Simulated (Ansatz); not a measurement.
fcc Pb, treated with PBE+SOC in Ansatz (plane waves, PAW).

Run with plane-wave cutoff 520 eV, 20×20×20 k mesh, Fermi–Dirac smearing 0.05 eV, PAW data made under PBE.

Pressure at four volumes; x = ln(V/32.144 Å³). One pressure is withheld.

```
V (Å³/atom)        x  P (GPa)
-----------  -------  -------
30.215       -0.0619        ?
30.858       -0.0408    1.690
32.144        0.0000    0.004
34.073        0.0583   -1.882
```

Q: Pass a parabola P(x) through the three rows shown, estimate the bulk modulus and its pressure derivative near zero pressure, and predict the withheld pressure.

A: Slopes between the rows: (0.004 − (1.690))/(0.0000 − (-0.0408)) = -41.32 and (-1.882 − (0.004))/(0.0583 − (0.0000)) = -32.35 GPa. Their difference over the span 0.0991 is c = 8.97/0.0991 = 90.5 GPa, so P(x) = 1.690 + (-41.32)(x − (-0.0408)) + 90.5 (x − (-0.0408))(x − (0.0000)). At the middle row B = −dP/dx = −[-41.32 + 90.5 × 0.0408] = 37.6 GPa, and B′ = dB/dP = 2c/B = 4.8. At x = -0.0619 the parabola gives 2.680 GPa; the run gives 2.693 GPa. The Birch–Murnaghan fit to the energies at all volumes has B0 = 37.4 GPa and B′ = 4.9.

Measured, for comparison: bulk modulus 47 GPa (corrected for temperature and zero-point phonon effects; as tabulated in Levämäki et al. (2014), arXiv:1402.3671). Computed less measured: bulk modulus -20 %.

Ansatz is a quantum-chemistry and plane-wave program.
